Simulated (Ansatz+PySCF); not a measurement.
# doublet NO2: levels of theory in one basis

```xyz
3

N    -0.0496   -0.0014   -0.3088
O     0.0135    1.0454    0.1458
O    -0.0122   -1.0447    0.1424
```

Basis set: def2-SVP (spherical functions). Correlated methods keep 3 orbitals frozen. Correlation on ROHF uses semicanonical orbitals with singles. Charge 0, multiplicity 2.

Computed with Ansatz (development build ahead of 0.2.0); each method stands on the lowest determinant of its kind that the runs found. NEVPT2 correlates all electrons. Active spaces start from the frontier orbitals, and the lowest solution found is given.

| method | E − E(ROHF) (eV) | <S²> of the determinant |
| --- | --- | --- |
| ROHF | 0.00 | 0.75 |
| UHF | -0.20 | 0.76 |
| ROHF-MP2 | -14.54 | – |
| UHF-MP2 | -14.41 | 0.76 |
| ROHF-CCSD | -14.28 | – |
| UHF-CCSD | -14.29 | 0.76 |
| ROHF-CCSD(T) | -14.86 | – |
| UHF-CCSD(T) | -14.86 | 0.76 |
| SC-NEVPT2(11,9) | -13.92 | – |

**Question.** What does CASSCF(11,9) give on the same scale?

**Answer.** -4.07 eV.

**Question.** Is a single determinant a sound starting point here?

**Answer.** By this sign, yes. Unrestricted orbitals gain 0.20 eV and <S²> is 0.76 against 0.75 for a pure state. The CASSCF(11,9) natural occupations are 1.99, 1.98, 1.98, 1.97, 1.94, 1.03, 0.09, 0.03, 0.02.
